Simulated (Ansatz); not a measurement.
**Worked example: correlation energy of Si2H6, singlet**

Geometry: MP2(full)/6-31G*, from the G2/97 set.

```xyz
8

Si    0.0000    0.0000    1.1677
Si    0.0000    0.0000   -1.1677
H     0.0000    1.3933    1.6860
H    -1.2066   -0.6966    1.6860
H     1.2066   -0.6966    1.6860
H     0.0000   -1.3933   -1.6860
H    -1.2066    0.6966   -1.6860
H     1.2066    0.6966   -1.6860
```

Basis 6-31G* (Cartesian d functions); Ansatz 0.2.0. Correlated methods freeze the noble-gas cores, which leaves 14 electrons in 40 orbitals. R marks a restricted (for open shells ROHF) determinant.

Full CI isn't at hand for all of this; RCCSDTQ serves as the reference, and is uncertain by about the last step of the cluster series.

Runs differ by some tens of microhartree through their thresholds, so steps under 0.03 kcal/mol mean nothing.

| level | total energy (hartree) |
| --- | --- |
| RHF | -581.304877 |
| RMP2 | -581.464704 |
| RCCSD | -581.508211 |
| RCCSD(T) | -581.513162 |
| RCCSDT | -581.514336 |
| RCCSDT(Q) | -581.514470 |
| RCCSDTQ | -581.514496 |

**Question.** What is the correlation energy at RCCSDTQ, and what share of it do RMP2 and RCCSD recover?

**Answer.** E(corr) = -581.514496 − (-581.304877) = -0.209619 hartree = -5.704 eV. RMP2: -0.159827 / -0.209619 = 76.25 %. RCCSD: -0.203334 / -0.209619 = 97.00 %.

**Question.** By how many kcal/mol does RCCSD(T) miss RCCSDTQ (1 hartree = 627.509 kcal/mol), and which steps make up the rest?

**Answer.** -581.513162 − (-581.514496) = 0.001334 hartree = 0.84 kcal/mol. Steps: RCCSDT − RCCSD(T) = -0.74, RCCSDT(Q) − RCCSDT = -0.08, RCCSDTQ − RCCSDT(Q) = -0.02 kcal/mol. Differences between like states or geometries often cancel part of this.
